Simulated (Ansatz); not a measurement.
Cost and result for the atomization energy of `OCOCO` (11 atoms, 10 bonds).

Z-matrix (Å, degrees):
```
C
O 1 1.408
O 1 1.393 2 113.5
H 1 1.096 2 109.8 3 124.4
H 1 1.090 2 104.8 3 -117.3
C 2 1.395 1 114.8 3 -57.6
H 3 0.960 1 108.9 2 91.1
O 6 1.399 2 113.4 1 -58.6
H 6 1.094 2 105.1 1 178.6
H 6 1.094 2 111.2 1 60.3
H 8 0.962 6 108.3 2 -65.1
```

The species carries charge 0 and has multiplicity 1. All single points use the PBE0-D4/def2-TZVP geometry. It is one conformer, not always the lowest. Program: Ansatz. All runs use 4 threads of an Arm Neoverse V1 on a shared host. Times are those of one run each, without the atoms' runs, and a repeat can differ threefold. Electronic energies, without spin–orbit coupling; frozen cores. CCSD(T)/CBS adds CCSD(T) − MP2 in def2-TZVPP to the MP2 limit, and its time is that of the two runs behind it. T1 = 0.012. B3LYP takes the VWN-RPA correlation (the form of Gaussian; ORCA's B3LYP/G).

CCSD(T)/CBS is a level of theory with its own doubt, some kJ/mol a heavy atom from the limit and from the frozen cores, so smaller differences don't rank the functionals.

| level | functions | wall time |
| --- | --- | --- |
| PBE-D4/def2-TZVPP (with forces) | 239 | 2.1 s |
| PBE0-D4/def2-TZVPP | 239 | 2.2 s |
| B3LYP-D4/def2-TZVPP (with forces) | 239 | 3.4 s |
| r2SCAN-D4/def2-TZVPP (with forces) | 239 | 3.8 s |
| B2PLYP/def2-TZVPP | 239 | 4.4 s |
| ωB97X-V/def2-TZVPP | 239 | 6.5 s |
| ωB97M-V/def2-TZVPP (with forces) | 239 | 9 s |
| MP2/def2-QZVPP | 465 | 20 s |
| CCSD(T)/def2-TZVPP | 239 | 2.6 min |
| CCSD(T)/CBS(def2) | – | 2.9 min |

Task: What atomization energy does each give, and how far from CCSD(T)/CBS? (Best estimate.)

Result: The calculation gave: 
```
                             level  atomization (kJ/mol)  difference from CCSD(T)/CBS  per bond
   PBE-D4/def2-TZVPP (with forces)                4343.5                        112.1      11.2
                PBE0-D4/def2-TZVPP                4220.4                        -11.0      -1.1
 B3LYP-D4/def2-TZVPP (with forces)                4209.1                        -22.3      -2.2
r2SCAN-D4/def2-TZVPP (with forces)                4228.2                         -3.2      -0.3
                 B2PLYP/def2-TZVPP                4173.5                        -57.9      -5.8
                ωB97X-V/def2-TZVPP                4227.3                         -4.1      -0.4
  ωB97M-V/def2-TZVPP (with forces)                4235.4                          4.0       0.4
                    MP2/def2-QZVPP                4281.9                         50.5       5.0
                CCSD(T)/def2-TZVPP                4112.7                       -118.7     -11.9
                 CCSD(T)/CBS(def2)                4231.4                          0.0       0.0
```

In def2-TZVPP, CCSD(T) changes the Hartree–Fock value by +1223.1 kJ/mol (the triples alone add +72.7 kJ/mol) and MP2 by +1322.4 kJ/mol; breaking electron pairs costs correlation energy, which Hartree–Fock lacks. The D4 term adds +25.6 kJ/mol with B3LYP and +13.4 kJ/mol with PBE0; it sums over pairs of atoms, weighted by their polarisabilities, and B3LYP, whose exchange is more repulsive, gets the larger term. From PBE to PBE0 (25 % exact exchange), in def2-TZVPP and without D4, the atomization energy moves by −120.3 kJ/mol: exact exchange takes away binding that semilocal exchange gives to molecules.
